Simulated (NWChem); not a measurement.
System: CH3O anion

Here is an NWChem input.

```
start job
memory heap 200 mb stack 900 mb global 1100 mb
charge -1
geometry units angstroms noautosym nocenter noautoz
  C      0.000000     0.000000    -0.531977
  O      0.000000     0.000000     0.804146
  H      0.728450     0.728450    -1.028993
  H      0.266631    -0.995081    -1.028993
  H     -0.995081     0.266631    -1.028993
end
basis spherical
  C library def2-svpd
  O library def2-svpd
  H library def2-svpd
end
dft
  xc b3lyp
  iterations 150
end
cosmo
  do_cosmo_smd true
  solvent hexane
end
task dft energy
```

The geometry was optimised at B3LYP/def2-SVPD. The gas-phase anion has a positive highest level at the geometry level, so the gas reference is doubtful. Solvent: n-hexane.

Level: B3LYP/def2-SVPD with SMD (1 M gas to 1 M solution), gas-phase geometry. Reactions with the solvent are ignored.

Problem. Give the results of this calculation. (B3LYP/def2-SVPD, SMD on the gas-phase geometry.) Quantities: solvation free energy (kcal/mol); cavity-dispersion-structure term (kcal/mol).

Solution. 
```json
{
 "solvation free energy (kcal/mol)": "-31.2",
 "cavity-dispersion-structure term (kcal/mol)": "-0.6"
}
```
